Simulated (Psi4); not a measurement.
**AlCl (aluminium monochloride) at B2PLYP/aug-cc-pVTZ (density fitting for correlation), part 1 of 2**

Aim: the energy change on altering one bond length of AlCl (aluminium monochloride) at B2PLYP/aug-cc-pVTZ (density fitting for correlation), from 2 runs. 

The results are computed with Psi4 1.11.

13 further runs of the same task are left out: 12 that didn't finish, 1 set aside as unsound or not needed.

## (1) The structure to begin with

AlCl has 2 atoms, charge 0, and is taken as a singlet. As SMILES, `[Al][Cl]`. The bond length is the measured one.

Bond lengths: Al1–Cl2 2.130 Å.

## (2) The energy at B2PLYP/aug-cc-pVTZ (density fitting for correlation)

alcl.py reads:

```python
import psi4

psi4.set_memory(1600000000)
psi4.set_num_threads(1)
psi4.core.set_output_file('output.dat', False)

molecule = psi4.geometry("""
0 1
Al     0.00000000     0.00000000     0.00000000
Cl     0.00000000     0.00000000     4.02533018
units au
symmetry c1
no_reorient
no_com
""")

psi4.set_options({
    'basis': 'aug-cc-pVTZ',
    'reference': 'rks',
    'puream': True,
    'e_convergence': 1e-09,
    'd_convergence': 1e-08,
    'scf_type': 'pk',
    'dft_radial_points': 99,
    'dft_spherical_points': 590,
    'num_frozen_docc': 10,
})

e_tot = psi4.energy('b2plyp')
print(f'b2plyp energy: {e_tot:.10f} Eh')
```

Command:

```sh
$ python alcl.py
```

output.dat:

```text
=> Loading Basis Set <=

    Name: AUG-CC-PVTZ
    Role: ORBITAL
    Keyword: BASIS

         ---------------------------------------------------------
                                   SCF
                              RKS Reference
                        1 Threads,   1525 MiB Core
         ---------------------------------------------------------

  ==> Geometry <==

    Molecular point group: c1
    Full point group: C_inf_v

    Geometry (in Bohr), charge = 0, multiplicity = 1:

       Center              X                  Y                   Z               Mass
    ------------   -----------------  -----------------  -----------------  -----------------
         AL           0.000000000000     0.000000000000     0.000000000000    26.981538530000
         CL           0.000000000000     0.000000000000     4.025330180000    34.968852682000

  Running in c1 symmetry.

  Rotational constants: A = ************  B =      0.10625  C =      0.10625 [cm^-1]
  Rotational constants: A = ************  B =   3185.15471  C =   3185.15471 [MHz]
  Nuclear repulsion =   54.902328533953948

  Charge       = 0
  Multiplicity = 1
  Electrons    = 30
  Nalpha       = 15
  Nbeta        = 15

  ==> Algorithm <==

  SCF Algorithm Type is PK.
  DIIS enabled.
  MOM disabled.
  Fractional occupation disabled.
  Guess Type is SAD.
  Energy threshold   = 1.00e-09
  Density threshold  = 1.00e-08
  Integral threshold = 1.00e-12

  ==> Primary Basis <==

  Basis Set: AUG-CC-PVTZ
    Blend: AUG-CC-PVTZ
    Number of shells: 32
    Number of basis functions: 100
    Number of Cartesian functions: 118
    Spherical Harmonics?: true
    Max angular momentum: 3

  ==> DFT Potential <==

   => LibXC <=

    Version 7.1.2

   => Composite Functional: B2PLYP <=

    B2PLYP Double Hybrid Exchange-Correlation Functional

    Deriv               =              1
    GGA                 =           TRUE
    Meta                =          FALSE

    Exchange Hybrid     =           TRUE
    MP2 Hybrid          =           TRUE

   => Exchange Functionals <=

    0.4700     XC_GGA_X_B88

   => Exact (HF) Exchange <=

    0.5300               HF

   => Correlation Functionals <=

    0.7300     XC_GGA_C_LYP

   => MP2 Correlation <=

    0.2700       MP2

   => LibXC Density Thresholds  <==

    XC_GGA_C_LYP:  1.00E-14
    XC_GGA_X_B88:  1.00E-15

   => Molecular Quadrature <=

    Radial Scheme          =       TREUTLER
    Pruning Scheme         =           NONE
    Nuclear Scheme         =       TREUTLER

    Blocking Scheme        =         OCTREE
    BS radius alpha        =              1
    Pruning alpha          =              1
    Radial Points          =             99
    Spherical Points       =            590
    Total Points           =         114969
    Total Blocks           =           1009
    Max Points             =            255
    Max Functions          =            100
    Weights Tolerance      =       1.00E-15

  ==> Integral Setup <==

  Using in-core PK algorithm.
   Calculation information:
      Number of atoms:                   2
      Number of AO shells:              32
      Number of primitives:            128
      Number of atomic orbitals:       118
      Number of basis functions:       100

      Integral cutoff                 1.00e-12
      Number of threads:                 1

  Performing in-core PK
  Using 25507550 doubles for integral storage.
  We computed 139656 shell quartets total.
  Whereas there are 139656 unique shell quartets.

  ==> DiskJK: Disk-Based J/K Matrices <==

    J tasked:                  Yes
    K tasked:                  Yes
    wK tasked:                  No
    Memory [MiB]:              834
    Schwarz Cutoff:          1E-12

  Cached 100.0% of DFT collocation blocks in 0.302 [GiB].

  Minimum eigenvalue in the overlap matrix is 6.7362132834E-04.
  Reciprocal condition number of the overlap matrix is 1.4075986343E-04.
    Using symmetric orthogonalization.

  ==> Pre-Iterations <==

  SCF Guess: Superposition of Atomic Densities via on-the-fly atomic UHF (no occupation information).

   -------------------------
    Irrep   Nso     Nmo
   -------------------------
     A        100     100
   -------------------------
    Total     100     100
   -------------------------

  ==> Iterations <==

                        Total Energy        Delta E     RMS |[F,P]|

   @RKS iter SAD:  -701.93404470552127   -7.01934e+02   0.00000e+00
   @RKS iter   1:  -702.35752249781035   -4.23478e-01   2.78269e-03 DIIS/ADIIS
   @RKS iter   2:  -702.37382613916600   -1.63036e-02   1.92423e-03 DIIS/ADIIS
   @RKS iter   3:  -702.39013098628629   -1.63048e-02   2.12336e-04 DIIS/ADIIS
   @RKS iter   4:  -702.39033188630071   -2.00900e-04   2.98305e-05 DIIS
   @RKS iter   5:  -702.39033971932167   -7.83302e-06   1.01775e-05 DIIS
   @RKS iter   6:  -702.39034043764855   -7.18327e-07   1.46629e-06 DIIS
   @RKS iter   7:  -702.39034047824725   -4.05987e-08   4.03440e-07 DIIS
   @RKS iter   8:  -702.39034047989674   -1.64948e-09   5.31229e-08 DIIS
   @RKS iter   9:  -702.39034047992220   -2.54659e-11   4.03150e-09 DIIS
  Energy and wave function converged.

  ==> Post-Iterations <==

   Electrons on quadrature grid:
      Ntotal   =   29.9999998209 ; deviation = -1.791e-07

    Orbital Energies [Eh]
    ---------------------

    Doubly Occupied:

       1A   -102.907099     2A    -57.104643     3A     -9.897316
       4A     -7.534169     5A     -7.533077     6A     -7.533077
       7A     -4.480674     8A     -2.932592     9A     -2.932592
      10A     -2.930578    11A     -0.914498    12A     -0.465420
      13A     -0.384528    14A     -0.384528    15A     -0.284377

    Virtual:

      16A     -0.026369    17A     -0.026369    18A      0.014942
      19A      0.024012    20A      0.034327    21A      0.034327
      22A      0.067251    23A      0.074862    24A      0.074862
      25A      0.085942    26A      0.094882    27A      0.094882
      28A      0.125376    29A      0.125376    30A      0.145725
      31A      0.201956    32A      0.244957    33A      0.244957
      34A      0.252823    35A      0.267998    36A      0.267998
      37A      0.275482    38A      0.275482    39A      0.276923
      40A      0.276923    41A      0.281725    42A      0.293111
      43A      0.293111    44A      0.351179    45A      0.362564
      46A      0.362564    47A      0.409583    48A      0.409583
      49A      0.465123    50A      0.465123    51A      0.480602
      52A      0.552542    53A      0.714623    54A      0.714623
      55A      0.768184    56A      0.768184    57A      0.800869
      58A      0.803001    59A      0.803001    60A      0.814331
      61A      0.839520    62A      0.839521    63A      0.905714
      64A      0.905714    65A      0.929513    66A      0.950077
      67A      0.950077    68A      0.978368    69A      0.978368
      70A      1.093101    71A      1.093101    72A      1.135044
      73A      1.140430    74A      1.140430    75A      1.230141
      76A      1.261314    77A      1.261314    78A      1.476347
      79A      1.476347    80A      1.574432    81A      2.174079
      82A      2.250050    83A      2.250050    84A      2.373596
      85A      2.373596    86A      2.458577    87A      2.458577
      88A      2.536881    89A      2.601812    90A      2.601812
      91A      2.732904    92A      2.879415    93A      2.879415
      94A      2.943970    95A      2.943970    96A      3.049614
      97A      3.049614    98A      3.092742    99A      3.427116
     100A      5.705352

    Final Occupation by Irrep:
              A
    DOCC [    15 ]
    NA   [    15 ]
    NB   [    15 ]

  @RKS Final Energy:  -702.39034047992220

   => Energetics <=

    Nuclear Repulsion Energy =             54.9023285339539484
    One-Electron Energy =               -1082.1848462416837720
    Two-Electron Energy =                 347.2481546631627793
    DFT Exchange-Correlation Energy =     -22.3559774353553173
    Empirical Dispersion Energy =           0.0000000000000000
    VV10 Nonlocal Energy =                  0.0000000000000000
    Total Energy =                       -702.3903404799223154

Computation Completed

Properties will be evaluated at   0.000000,   0.000000,   0.000000 [a0]

Properties computed using the SCF density matrix

 Multipole Moments:

 ------------------------------------------------------------------------------------
     Multipole            Electronic (a.u.)      Nuclear  (a.u.)        Total (a.u.)
 ------------------------------------------------------------------------------------

 L = 1.  Multiply by 2.5417464519 to convert [e a0] to [Debye]
 Dipole X            :          0.0000000            0.0000000            0.0000000
 Dipole Y            :         -0.0000000            0.0000000           -0.0000000
 Dipole Z            :        -69.0604019           68.4306131           -0.6297888
 Magnitude           :                                                    0.6297888

 ------------------------------------------------------------------------------------

	total time  =         28 seconds =       0.47 minutes

   => Loading Basis Set <=

    Name: (AUG-CC-PVTZ AUX)
    Role: RIFIT
    Keyword: DF_BASIS_MP2

	 --------------------------------------------------------
	                          DF-MP2
	      2nd-Order Density-Fitted Moller-Plesset Theory
	              RMP2 Wavefunction,   1 Threads

	 --------------------------------------------------------

   => Auxiliary Basis Set <=

  Basis Set: (AUG-CC-PVTZ AUX)
    Blend: AUG-CC-PVTZ-RI
    Number of shells: 74
    Number of basis functions: 294
    Number of Cartesian functions: 382
    Spherical Harmonics?: true
    Max angular momentum: 4

	 --------------------------------------------------------
	                 NBF =   100, NAUX =   294
	 --------------------------------------------------------
	   CLASS    FOCC     OCC    AOCC    AVIR     VIR    FVIR
	   PAIRS      10      15       5      85      85       0
	 --------------------------------------------------------

	-----------------------------------------------------------
	 ==================> DF-MP2 Energies <====================
	-----------------------------------------------------------
	 Reference Energy          =    -702.3903404799222017 [Eh]
	 Singles Energy            =      -0.0000000000000000 [Eh]
	 Same-Spin Energy          =      -0.0707888896640574 [Eh]
	 Opposite-Spin Energy      =      -0.2319779112975682 [Eh]
	 Correlation Energy        =      -0.3027668009616256 [Eh]
	 Total Energy              =    -702.6931072808838508 [Eh]
	-----------------------------------------------------------
	 ================> DF-SCS-MP2 Energies <==================
	-----------------------------------------------------------
	 SCS Same-Spin Scale       =       0.3333333333333333 [-]
	 SCS Opposite-Spin Scale   =       1.2000000000000000 [-]
	 SCS Same-Spin Energy      =      -0.0235962965546858 [Eh]
	 SCS Opposite-Spin Energy  =      -0.2783734935570818 [Eh]
	 SCS Correlation Energy    =      -0.3019697901117676 [Eh]
	 SCS Total Energy          =    -702.6923102700339996 [Eh]
	-----------------------------------------------------------

    B2PLYP Energy Summary
    ---------------------
    DFT Reference Energy                  =  -702.3903404799222017
    Scaled MP2 Correlation                =    -0.0817470362596389
    @Final double-hybrid DFT total energy =  -702.4720875161818867

	total time  =          1 seconds =       0.02 minutes
```

The script printed:

```text
b2plyp energy: -702.4720875162 Eh
```

Run time: 33 s. Hardware: 1 thread of Intel Xeon at 2.50GHz (Skylake/Cascade Lake), shared host; peak memory 0.9 GiB.

(Continued in part 2 of 2.)
